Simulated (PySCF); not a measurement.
Molecule: `S(CC)(=O)(=O)O`, C2H6O3S.

Atom-mapped SMILES (the numbers label the heavy atoms): `[CH3:1][CH2:2][S:3](=[O:4])(=[O:5])[OH:6]`. Each H is labelled by its parent atom.

Geometry PBE0-D3(BJ)/def2-SVP throughout; GIAO in PySCF 2.14.0 with density-fitted response routines, gas phase, one conformer, non-relativistic; equivalent atoms averaged; functional PBE0.

For orientation, def2-TZVP gives these absolute shieldings σ: C2 133.6, C1 176.9, S3 117.6, O4/O5 91.5, O6 125.8, H(C2) 28.58, H(C1) 30.08, H(O6) 27.20 ppm.

A run gave: C2 128.9, C1 173.8, S3 152.1, O4/O5 81.9, O6 117.4, H(C2) 28.35, H(C1) 29.94, H(O6) 26.83 ppm (absolute shieldings σ).

Which basis set was used in that run?
A. pcSseg-2
B. IGLO-III
C. 6-31G*
D. 6-311+G(2d,p)

Answers

B. O4/O5 tells them apart best: IGLO-III gives 81.9, 6-311+G(2d,p) gives 89.2, 6-31G* gives 124.1, pcSseg-2 gives 89.0 ppm.
